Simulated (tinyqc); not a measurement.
Inside a calculation. Method: extended Hueckel theory, for HF-. The parameters take no account of the charge, which enters only through the electron count, and nothing here shows that the anion is bound. One step of it, computed by the program tinyqc.

Question. Mulliken analysis. P = C n C^T; charge = valence electrons (F 7, H 1) minus the sum of (P S)_ii on the atom; overlap population = 2 sum P_ij S_ij between two atoms.

coefficients, order 1F 2s, 1F 2px, 1F 2py, 1F 2pz, 2H 1s:
$$\begin{pmatrix}
0.960351 & -0.123970 & 0.000000 & 0.000000 & -0.509630 \\
0.000000 & 0.000000 & -0.035679 & 0.999363 & 0.000000 \\
0.000000 & 0.000000 & 0.999363 & 0.035679 & 0.000000 \\
-0.017661 & 0.896532 & 0.000000 & 0.000000 & -0.585590 \\
0.094547 & 0.243831 & 0.000000 & 0.000000 & 1.129588
\end{pmatrix}$$

occupations: [2.000000, 2.000000, 2.000000, 2.000000, 1.000000]

overlap S, order 1F 2s, 1F 2px, 1F 2py, 1F 2pz, 2H 1s:
$$\begin{pmatrix}
1.000000 & 0.000000 & 0.000000 & 0.000000 & 0.383157 \\
0.000000 & 1.000000 & 0.000000 & 0.000000 & 0.000000 \\
0.000000 & 0.000000 & 1.000000 & 0.000000 & 0.000000 \\
0.000000 & 0.000000 & 0.000000 & 1.000000 & 0.330672 \\
0.383157 & 0.000000 & 0.000000 & 0.330672 & 1.000000
\end{pmatrix}$$

Give: charges; Overlap populations.

Answer.

charges: 1F -0.837, 2H -0.163

Overlap populations:
```
pair      value
2-1   -0.498842
```
